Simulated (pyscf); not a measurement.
F–CH₂–F (SMILES FCF) + H• (SMILES [H]) → HF (SMILES F) + •H₂C–F (SMILES [CH2]F), an atom transfer (doublet surface; C–F broken, F–H formed). PySCF, gas phase, ωB97X-D3(BJ)/def2-SVP geometries. Correlated levels are frozen-core, on RHF or UHF. ΔMP2 is the change of the MP2 total energy from the triple- to the quadruple-zeta basis. Energies in kcal/mol from the separated reactants.

GFN2-xTB: tblite. Open shells are spin-unrestricted. 

### Question
Quick GFN2-xTB single points give ΔE‡ = 66.8 kcal/mol and ΔE = +13.4 kcal/mol. What does CCSD(T)/def2-TZVPP + ΔMP2(QZVPP) give, and how far is the quick result from it?

### Answer
CCSD(T)/def2-TZVPP + ΔMP2(QZVPP) gives ΔE‡ = 36.8 kcal/mol and ΔE = -18.2 kcal/mol. GFN2-xTB lies 29.9 kcal/mol over it in the barrier and 31.6 kcal/mol over it in the reaction energy, so on this step it does not hold to within 3.0 kcal/mol. CCSD(T)/def2-TZVPP + ΔMP2(QZVPP) has limits of its own. The same reactants have a lower exit, to F–CH•–F + H₂ (barrier +11.6 kcal/mol at ωB97M-D3(BJ), against +35.1 kcal/mol here). One saddle was located; it need not be the lowest between these sides. The angle at the transferred F is 177°. The CCSD(T) − MP2 part came from Ansatz, without density fitting, on the same reference.
